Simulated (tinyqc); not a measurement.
RKS/BLYP in the sto-6g basis, for BH2+, spin multiplicity 1, step by step. One step of it, computed by the program tinyqc.

Problem. Iteration 2: building the Kohn-Sham matrix. J_ij = sum D_kl (ij|kl); F = H + J + V_xc; E = tr D H + tr D J / 2 + E_xc + E_nn.

D after iteration 1, order 1B 1s, 1B 2s, 1B 2px, 1B 2py, 1B 2pz, 2H 1s, 3H 1s:
$$\begin{pmatrix}
1.986544 & 0.008086 & 0.000000 & -0.003146 & -0.016686 & -0.149554 & -0.134438 \\
0.008086 & 0.152916 & 0.000000 & 0.009150 & 0.031941 & 0.347047 & 0.314562 \\
0.000000 & 0.000000 & 0.000000 & 0.000000 & 0.000000 & 0.000000 & 0.000000 \\
-0.003146 & 0.009150 & 0.000000 & 0.060766 & 0.001644 & 0.235501 & -0.223301 \\
-0.016686 & 0.031941 & 0.000000 & 0.001644 & 0.006843 & 0.072974 & 0.068313 \\
-0.149554 & 0.347047 & 0.000000 & 0.235501 & 0.072974 & 1.565446 & -0.136555 \\
-0.134438 & 0.314562 & 0.000000 & -0.223301 & 0.068313 & -0.136555 & 1.634421
\end{pmatrix}$$

core Hamiltonian H = T + V (hartree), order 1B 1s, 1B 2s, 1B 2px, 1B 2py, 1B 2pz, 2H 1s, 3H 1s:
$$\begin{pmatrix}
-13.060923 & -3.241360 & 0.000000 & -0.000632 & -0.008927 & -0.276894 & -0.238007 \\
-3.241360 & -3.989498 & 0.000000 & -0.005507 & -0.084762 & -0.868766 & -0.782247 \\
0.000000 & 0.000000 & -3.202500 & 0.000000 & 0.000000 & 0.000000 & 0.000000 \\
-0.000632 & -0.005507 & 0.000000 & -3.286781 & -0.002256 & -0.802641 & 0.732996 \\
-0.008927 & -0.084762 & 0.000000 & -0.002256 & -3.227111 & -0.442025 & -0.403680 \\
-0.276894 & -0.868766 & 0.000000 & -0.802641 & -0.442025 & -2.213864 & -0.070105 \\
-0.238007 & -0.782247 & 0.000000 & 0.732996 & -0.403680 & -0.070105 & -2.155638
\end{pmatrix}$$

Two-electron integrals (ij|kl) in chemists' order, unique and non-zero (hartree):
```
(11|11) 2.924993    (21|11) 0.480756    (21|21) 0.099484    (22|11) 0.743449
(22|21) 0.188967    (22|22) 0.544922    (31|31) 0.021096    (32|31) 0.030854
(32|32) 0.120443    (33|11) 0.743450    (33|21) 0.188967    (33|22) 0.544922
(33|33) 0.587109    (41|41) 0.021096    (42|41) 0.030854    (42|42) 0.120443
(43|43) 0.031641    (44|11) 0.743450    (44|21) 0.188967    (44|22) 0.544922
(44|33) 0.523827    (44|44) 0.587109    (51|51) 0.021096    (52|51) 0.030854
(52|52) 0.120443    (53|53) 0.031641    (54|54) 0.031641    (55|11) 0.743450
(55|21) 0.188967    (55|22) 0.544922    (55|33) 0.523827    (55|44) 0.523827
(55|55) 0.587109    (61|11) 0.041819    (61|21) 0.008404    (61|22) 0.015899
(61|33) 0.015814    (61|41) 0.000584    (61|42) 0.001132    (61|44) 0.016010
(61|51) 0.000316    (61|52) 0.000612    (61|54) 0.000106    (61|55) 0.015872
(61|61) 0.000737    (62|11) 0.129840    (62|21) 0.033753    (62|22) 0.110930
(62|33) 0.107567    (62|41) 0.003414    (62|42) 0.022098    (62|44) 0.115376
(62|51) 0.001845    (62|52) 0.011944    (62|54) 0.004221    (62|55) 0.109848
(62|61) 0.003051    (62|62) 0.035524    (63|31) 0.003057    (63|32) 0.014929
(63|43) 0.003848    (63|53) 0.002080    (63|63) 0.003261    (64|11) 0.119094
(64|21) 0.031318    (64|22) 0.107891    (64|33) 0.102513    (64|41) 0.005676
(64|42) 0.033989    (64|44) 0.116739    (64|51) 0.001416    (64|52) 0.010301
(64|54) 0.005609    (64|55) 0.104421    (64|61) 0.002940    (64|62) 0.040059
(64|64) 0.047544    (65|11) 0.064369    (65|21) 0.016927    (65|22) 0.058314
(65|33) 0.055407    (65|41) 0.001416    (65|42) 0.010301    (65|44) 0.058936
(65|51) 0.003822    (65|52) 0.020497    (65|54) 0.005756    (65|55) 0.060597
(65|61) 0.001589    (65|62) 0.021651    (65|64) 0.023934    (65|65) 0.016197
(66|11) 0.313475    (66|21) 0.082971    (66|22) 0.307835    (66|33) 0.292329
(66|41) 0.008388    (66|42) 0.074699    (66|44) 0.328330    (66|51) 0.004534
(66|52) 0.040374    (66|54) 0.019458    (66|55) 0.302845    (66|61) 0.007568
(66|62) 0.137597    (66|64) 0.166753    (66|65) 0.090128    (66|66) 0.774999
(71|11) 0.035910    (71|21) 0.007219    (71|22) 0.013665    (71|33) 0.013593
(71|41) -0.000503   (71|42) -0.000976   (71|44) 0.013761    (71|51) 0.000272
(71|52) 0.000527    (71|54) -0.000091   (71|55) 0.013642    (71|61) 0.000602
(71|62) 0.002364    (71|64) 0.002111    (71|65) 0.001240    (71|66) 0.005818
(71|71) 0.000544    (72|11) 0.116040    (72|21) 0.030187    (72|22) 0.099700
(72|33) 0.096666    (72|41) -0.003039   (72|42) -0.019916   (72|44) 0.103710
(72|51) 0.001642    (72|52) 0.010760    (72|54) -0.003806   (72|55) 0.098722
(72|61) 0.002460    (72|62) 0.018622    (72|64) 0.016348    (72|65) 0.011133
(72|66) 0.053167    (72|71) 0.002346    (72|72) 0.029299    (73|31) 0.002672
(73|32) 0.013186    (73|43) -0.003431   (73|53) 0.001854    (73|63) 0.001427
(73|73) 0.002618    (74|11) -0.107856   (74|21) -0.028373   (74|22) -0.098138
(74|33) -0.093303   (74|41) 0.005024    (74|42) 0.030514    (74|44) -0.106081
(74|51) -0.001271   (74|52) -0.009361   (74|54) 0.005050    (74|55) -0.095030
(74|61) -0.002230   (74|62) -0.016611   (74|64) -0.013710   (74|65) -0.009801
(74|66) -0.047319   (74|71) -0.002286   (74|72) -0.033392   (74|74) 0.039933
(75|11) 0.058270    (75|21) 0.015329    (75|22) 0.053020    (75|33) 0.050408
(75|41) -0.001271   (75|42) -0.009361   (75|44) 0.053604    (75|51) 0.003358
(75|52) 0.018244    (75|54) -0.005158   (75|55) 0.055048    (75|61) 0.001305
(75|62) 0.011226    (75|64) 0.009738    (75|65) 0.008010    (75|66) 0.032985
(75|71) 0.001235    (75|72) 0.018040    (75|74) -0.020160   (75|75) 0.013509
(76|11) 0.009483    (76|21) 0.002471    (76|22) 0.008335    (76|33) 0.008089
(76|41) -2.83e-06   (76|42) -0.000026   (76|44) 0.008377    (76|51) 0.000225
(76|52) 0.001520    (76|54) -0.000006   (76|55) 0.008539    (76|61) 0.000214
(76|62) 0.002172    (76|64) 0.002185    (76|65) 0.001440    (76|66) 0.007568
(76|71) 0.000184    (76|72) 0.001993    (76|74) -0.002038   (76|75) 0.001332
(76|76) 0.000183    (77|11) 0.301848    (77|21) 0.079909    (77|22) 0.297433
(77|33) 0.283011    (77|41) -0.007807   (77|42) -0.070514   (77|44) 0.316502
(77|51) 0.004218    (77|52) 0.038096    (77|54) -0.018094   (77|55) 0.292786
(77|61) 0.006527    (77|62) 0.057321    (77|64) 0.050368    (77|65) 0.035203
(77|66) 0.175086    (77|71) 0.006252    (77|72) 0.123528    (77|74) -0.151064
(77|75) 0.081614    (77|76) 0.007568    (77|77) 0.774999
```

nuclear repulsion = 3.25732563 hartree

V_xc (hartree), order 1B 1s, 1B 2s, 1B 2px, 1B 2py, 1B 2pz, 2H 1s, 3H 1s:
$$\begin{pmatrix}
-1.883988 & -0.242249 & 0.000000 & -0.000307 & -0.000878 & -0.022046 & -0.018891 \\
-0.242249 & -0.303497 & 0.000000 & -0.004802 & -0.032516 & -0.091544 & -0.081529 \\
0.000000 & 0.000000 & -0.278112 & 0.000000 & 0.000000 & 0.000000 & 0.000000 \\
-0.000307 & -0.004802 & 0.000000 & -0.337632 & -0.001388 & -0.104597 & 0.093726 \\
-0.000878 & -0.032516 & 0.000000 & -0.001388 & -0.294845 & -0.057372 & -0.051454 \\
-0.022046 & -0.091544 & 0.000000 & -0.104597 & -0.057372 & -0.498122 & -0.006396 \\
-0.018891 & -0.081529 & 0.000000 & 0.093726 & -0.051454 & -0.006396 & -0.500192
\end{pmatrix}$$

E_xc = sum of w rho eps_xc = -4.41257898 hartree

Give: Coulomb J; Kohn-Sham matrix F; total energy of this density.

Solution.

Coulomb J (hartree), order 1B 1s, 1B 2s, 1B 2px, 1B 2py, 1B 2pz, 2H 1s, 3H 1s:
$$\begin{pmatrix}
7.2264 & 1.3281 & 0.0000 & 0.0017 & 0.0196 & 0.1153 & 0.0989 \\
1.3281 & 2.8076 & 0.0000 & 0.0090 & 0.1610 & 0.6586 & 0.5948 \\
0.0000 & 0.0000 & 2.7487 & 0.0000 & 0.0000 & 0.0000 & 0.0000 \\
0.0017 & 0.0090 & 0.0000 & 2.8867 & 0.0020 & 0.6754 & -0.6170 \\
0.0196 & 0.1610 & 0.0000 & 0.0020 & 2.7873 & 0.3810 & 0.3483 \\
0.1153 & 0.6586 & 0.0000 & 0.6754 & 0.3810 & 2.4368 & 0.0500 \\
0.0989 & 0.5948 & 0.0000 & -0.6170 & 0.3483 & 0.0500 & 2.4287
\end{pmatrix}$$

Kohn-Sham matrix F (hartree), order 1B 1s, 1B 2s, 1B 2px, 1B 2py, 1B 2pz, 2H 1s, 3H 1s:
$$\begin{pmatrix}
-7.7185 & -2.1555 & 0.0000 & 0.0007 & 0.0098 & -0.1836 & -0.1580 \\
-2.1555 & -1.4854 & 0.0000 & -0.0013 & 0.0437 & -0.3017 & -0.2690 \\
0.0000 & 0.0000 & -0.7319 & 0.0000 & 0.0000 & 0.0000 & 0.0000 \\
0.0007 & -0.0013 & 0.0000 & -0.7378 & -0.0016 & -0.2319 & 0.2097 \\
0.0098 & 0.0437 & 0.0000 & -0.0016 & -0.7346 & -0.1184 & -0.1068 \\
-0.1836 & -0.3017 & 0.0000 & -0.2319 & -0.1184 & -0.2752 & -0.0265 \\
-0.1580 & -0.2690 & 0.0000 & 0.2097 & -0.1068 & -0.0265 & -0.2272
\end{pmatrix}$$

total energy of this density = -24.609912 hartree
